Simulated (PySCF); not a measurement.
First hyperpolarisability: `O=CC#CC=C`, C5H4O

Cartesian coordinates in Å; atom numbers follow the order of the lines, from 1:
```xyz
10

C    -2.193    0.547   -0.089
C    -1.350   -0.482   -0.066
C     0.043   -0.329    0.052
C     1.241   -0.192    0.155
C     2.652   -0.053    0.274
O     3.446   -0.957    0.297
H    -3.256    0.402   -0.180
H    -1.844    1.564   -0.019
H    -1.702   -1.503   -0.138
H     2.972    1.008    0.347
```

The calculation used quadratic response B3LYP/def2-SVPD first hyperpolarisability, Taylor convention, gas phase in PySCF. Geometry: GFN2-xTB.

What is the first hyperpolarisability, and how does it disperse?

In au, Taylor convention; the vector part is βᵢ = ⅓ Σⱼ (βᵢⱼⱼ + βⱼᵢⱼ + βⱼⱼᵢ); β∥ is 3/5 of the vector part along the dipole, the dipole points from − to +:
```csv
process,λ (nm),β vector norm,β∥,β HRS,depolarisation ratio
"static β(0;0,0)",∞,425.3,202.5,185.1,4.29
"second harmonic β(−2ω;ω,ω)",1064,629.2,312.4,271.1,4.45
"Pockels β(−ω;ω,0)",1064,480.4,232.1,–,–
"second harmonic β(−2ω;ω,ω)",800,913.4,466.6,390.7,4.55
"Pockels β(−ω;ω,0)",800,530.4,259.0,–,–
```

Which lowest excitations, dipole and polarisabilities go with it?

S1 3.50 eV (f = 0.000); S2 4.18 eV (f = 0.000); S3 4.72 eV (f = 0.461); dipole 4.31 D; isotropic α 72.0 au static, 73.5 au at 1064 nm, 74.8 au at 800 nm, 79.2 au at 532 nm, 87.9 au at 400 nm.
